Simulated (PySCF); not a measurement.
**State search for AlN⁺**

Unrestricted PBE0; Al aug-cc-pV(D+d)Z, N aug-cc-pVDZ; no relativity (PySCF 2.14). Outer shells of the fragments: Al+ 3s2; N 2s2 2p3.

Followed along the bond (rough minima from three points):

```
2Ms+1   unpaired  ⟨S²⟩ at the start  R at minimum (Å)  Te (eV)
    4  σ ↑, π ↑↑               3.77              2.13     0.00
    2  σ ↓, π ↑↑               1.76              1.95     0.52
    2  σ ↑, π ↑↓               1.77              1.99     0.86
    2        π ↑               1.25  none in the scan   ≤ 1.35
```

Solutions found at the starting distance of 1.950 Å, counted from the lowest of them; the search is not exhaustive and high or unbound solutions are not listed, so other states can lie among these:

| 2Ms+1 | unpaired | term | E (eV) | ⟨S²⟩ | ⟨Lz²⟩ | μ (D) |
| --- | --- | --- | --- | --- | --- | --- |
| 4 | σ ↑, π ↑↑ | ⁴Σ⁻ | 0.00 | 3.77 | 0.00 | -2.82 |
| 2 | σ ↓, π ↑↑ | mixed | 0.47 | 1.76 | 0.00 | -3.51 |
| 2 | σ ↑, π ↑↓ | mixed | 0.82 | 1.77 | 2.01 | -3.23 |
| 2 | π ↑ | mixed | 1.56 | 1.25 | 1.01 | -4.98 |
| 2 | σ ↑ | mixed | 2.50 | 0.76 | 2.00 | -3.34 |
| 4 | σ ↑↑, π ↑ | ⁴Π | 2.67 | 3.76 | 1.02 | -4.61 |
| 2 | π ↑ | ²Π | 3.79 | 0.75 | 1.00 | 0.95 |
| 4 | π ↑↑↑ | ⁴Π | 4.32 | 3.80 | 1.00 | -3.27 |

A term symbol is given only where ⟨S²⟩ and ⟨Lz²⟩ are close to those of a pure state; real π, δ and φ orbitals otherwise mix terms. A positive dipole points towards N; it is taken about the centre of mass and depends on that origin.

Compare the gap between the two lowest followed solutions at the starting distance with the gap between their minima.

At PBE0 the second solution (Ms = 0.5 of mixed spin, unpaired electrons σ ↓, π ↑↑) lies +0.47 eV from the first (quartet, unpaired electrons σ ↑, π ↑↑) at 1.950 Å and +0.52 eV at the minima; the two curves relax by different amounts, since their minima lie near 1.95 and 2.13 Å.

Counting both spins, an empty level lies below a filled one in some of these solutions, because spin and occupation are held.
